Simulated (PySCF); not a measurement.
Geometry:
```csv
atom,x (Å),y (Å),z (Å)
C1,-1.670,-0.168,0.010
C2,-0.435,0.201,-0.009
C3,0.822,0.560,-0.026
C4,1.867,-0.385,0.002
N5,2.730,-1.140,0.024
H6,-2.209,-0.296,0.935
H7,-2.218,-0.361,-0.898
H8,1.122,1.599,-0.062
```

Level of theory: spin–spin couplings from B3LYP/pcJ-1, shieldings: GIAO PBE0/pcSseg-1, geometry: GFN2-xTB, in PySCF 2.14.0 with density-fitted response routines (equivalent nuclei averaged, one conformer, no relativistic terms, in vacuum).

Q: List the cross peaks expected in HSQC, COSY and HMBC spectra.

A: 

HSQC (one-bond C–H):
```tsv
δH	δC	1J(C,H) (Hz)
5.51 (H6/H7)	83.9 (C1)	179
5.27 (H8)	71.7 (C3)	185
```

COSY cross peaks (|J| ≥ 2 Hz):
```tsv
δH	δH	abs. J (Hz)	bonds
5.51 (H6/H7)	5.27 (H8)	9.0	4
```

HMBC (two and three bonds, |J| ≥ 2.5 Hz):
```tsv
δH	δC [abs. J in Hz]
5.51 (H6/H7)	233.8 (C2) [4.5], 71.7 (C3) [8.4]
5.27 (H8)	233.8 (C2) [6.2], 116.6 (C4) [6.3], 83.9 (C1) [7.6]
```

Scale: 1H (σref 31.72) and 13C (σref 186.93) vs TMS (reference shieldings calculated alike).

Shifts are as computed. Against solution values, carbons near 30 ppm lie about +3 ppm off and those near 130 ppm about +5 ppm. Of 1211 compounds with measured shifts, 218 miss one by over three times the rms of a fit or turn the order of signals round; such compounds aren't used in these exercises.
